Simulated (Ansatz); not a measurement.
**Rock-salt LiBr: smallest direct gap on the k points sampled by level of theory**

No measured value is used here.

```tsv
level (code)	value (eV)
LDA+SOC (Ansatz)	?
PBE (Ansatz)	4.94
B3LYP (VWN-RPA form) (Ansatz)	6.60
Hartree–Fock (Ansatz)	13.12
G0W0@PBE (Ansatz)	7.25
```

### Question
Some entries are withheld; supply them.

### Answer

- LDA+SOC (Ansatz, a first-principles code), value (eV): 4.46

Computed values are for a static lattice. Spin–orbit coupling is included only where a level's name says +SOC; with heavier elements it mostly lowers gaps and can invert bands.  Values are at the measured cell. Cutoffs and k meshes differ between the levels. Ansatz's density-functional and Hartree–Fock values are scalar-relativistic unless marked +SOC, with PAW data made under PBE.
